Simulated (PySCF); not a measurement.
Gas-phase reaction: 2 SiOF2 + 4 OH → 2 SiH2F + 3 O2 + 2 F

Energies from PySCF (xtb for GFN2), thermal terms from the rigid-rotor harmonic-oscillator model, ideal gas at 1 bar. † marks an energy on the PBE0/def2-TZVP geometry and frequencies; other levels use their own. CCSD(T) freezes the core. Open shells (unrestricted): OH (multiplicity 2, electronic degeneracy 4), SiH2F (multiplicity 2), O2 (multiplicity 3), F (multiplicity 2, electronic degeneracy 6); the rest are closed-shell singlets. GFN2 has no spin-polarisation term. Spin-orbit splitting is ignored; it lowers the true energy and changes the entropy of OH, F. SiOF2, SiH2F: computed as isolated molecules; such fragments, hydroxides, amides, oligomers or adducts are transient or little studied in the gas. CCSD(T) isn't extrapolated to the basis-set limit; its ΔH°(298 K) is 1186.8 kJ in def2-SVP and 1402.2 kJ in def2-TZVPP. The harmonic model lacks anharmonicity and excited electronic states, which grow with temperature; levels with a mode under 35 cm⁻¹ are left out.

| level | ΔE electronic, kJ | ΔH°(298 K), kJ | ΔS°(298 K), J/K | ΔG°(2500 K), kJ |
|---|---|---|---|---|
| CCSD(T)/def2-TZVPP† | 1421 | 1402 | 145 | 1045 |
| GFN2-xTB | 1701 | 1683 | 145 | 1316 |
| PBE/def2-TZVP† | 1261 | 1242 | 145 | 885 |
| PBE0/def2-TZVP | 1294 | 1275 | 145 | 918 |
| r2SCAN/def2-TZVP† | 1321 | 1302 | 145 | 945 |
| ωB97X-V/def2-TZVP† | 1320 | 1301 | 145 | 944 |
ΔH° is lowest at PBE/def2-TZVP† and highest at GFN2-xTB. No reference value is set beside these.
